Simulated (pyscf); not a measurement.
HO–Si(OH)(F)–F + hydrogen fluoride (HF) + water (H₂O) → HO–Si(F)(F)–F + water (H₂O) + water (H₂O) (multi-bond step; singlet surface; O–Si, F–H, H–O broken, F–Si, H–O, H–O formed). Single points on ωB97X-D3(BJ)/def2-SVP structures (PySCF, gas phase). Energies in eV from the separated reactants.

| level | barrier | reaction energy |
|---|---|---|
| PBE/def2-TZVP | -0.51 | -0.37 |
| r²SCAN/def2-TZVP | -0.59 | -0.38 |
| PBE0-D3(BJ)/def2-TZVP | -0.50 | -0.33 |
| M06-2X/def2-TZVP | -0.50 | -0.33 |
| ωB97M-D3(BJ)/def2-TZVP | -0.38 | -0.35 |
| HF/def2-TZVP | 0.53 | -0.38 |

On the reactant side the descent ends in a bound adduct (not fully relaxed), 0.98 eV under the separated species and 0.61 eV under the saddle at ωB97X-D3(BJ)/def2-TZVP. On the product side the descent ends in an adduct with a O–Si contact, 0.34 eV under the separated species and 0.32 eV under the saddle at ωB97X-D3(BJ)/def2-TZVP. At PBE, r²SCAN, PBE0-D3(BJ), M06-2X, ωB97M-D3(BJ) the saddle lies under the separated reactants, which points to a path from their complex (located at ωB97X-D3(BJ) alone). At PBE, r²SCAN, PBE0-D3(BJ), M06-2X, ωB97M-D3(BJ) the saddle lies under the separated products, which points to a path from their complex (located at ωB97X-D3(BJ) alone). What is counted as broken (O–Si) persists as a longer contact in the product adduct; parting that adduct is a step of its own. One saddle was located; it need not be the lowest between these sides.
